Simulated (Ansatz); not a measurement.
**Worked example: HSiP⁺, doublet against HSiP, singlet**

Geometry (PBE0/def2-TZVP stationary point of a singlet), kept for both states (HSiP, singlet: Σ⁺; HSiP⁺, doublet: Π):

```yaml
atoms:
  - { symbol: Si, position_ang: [0.0000, 0.0000, 0.1538] }
  - { symbol: P, position_ang: [0.0000, 0.0000, -1.7906] }
  - { symbol: H, position_ang: [0.0000, 0.0000, 1.6368] }
```

Basis 6-31G; Ansatz 0.2.0. Only valence electrons are correlated (noble-gas cores frozen). Prefix R: restricted or restricted open-shell reference; prefix U: unrestricted.

Full CI is exact within this basis and frozen core; it isn't the basis-set limit. The frozen core follows each run's orbitals, which can shift R against U totals by a few meV.

Unrestricted rows (U, and Kohn–Sham where it breaks symmetry) aren't spin-pure: their determinants' ⟨S²⟩ exceeds S(S+1) by up to 0.82, so they mix in states of higher spin.

| level | E(HSiP, singlet) (hartree) | E(HSiP⁺, doublet) (hartree) |
| --- | --- | --- |
| UHF | -630.086662 | -629.772830 |
| RCCSD(T) | -630.223571 | -629.887443 |
| PBE | -630.998543 | -630.647075 |
| wB97M-V | -631.249544 | -630.904436 |
| full CI | -630.225542 | -629.889081 |

**Question.** Give the vertical gap, HSiP⁺ doublet less HSiP singlet, at each level in eV (1 hartree = 27.2114 eV), and each error against full CI.

**Answer.** full CI: (-629.889081 − (-630.225542)) × 27.2114 = 9.156 eV (the reference)
wB97M-V: (-630.904436 − (-631.249544)) × 27.2114 = 9.391 eV, error 0.235 eV
PBE: (-630.647075 − (-630.998543)) × 27.2114 = 9.564 eV, error 0.408 eV
RCCSD(T): (-629.887443 − (-630.223571)) × 27.2114 = 9.147 eV, error -0.009 eV
UHF: (-629.772830 − (-630.086662)) × 27.2114 = 8.540 eV, error -0.616 eV

Total energies of functionals can't be set beside those of wave-function methods, since they hold the core's correlation and their own absolute errors; only the differences compare.

The set has no polarisation functions, so the order and spacing of states can differ from the basis-set limit.

In so small a basis the reference is far from its limit while semilocal and hybrid functionals are nearer theirs, so the functionals' errors here hold much of the reference's basis and frozen-core error, which can add to them or hide them.

Each level lands on the state that its own search finds. T1 diagnostics of restricted CCSD: 0.019 and 0.026.
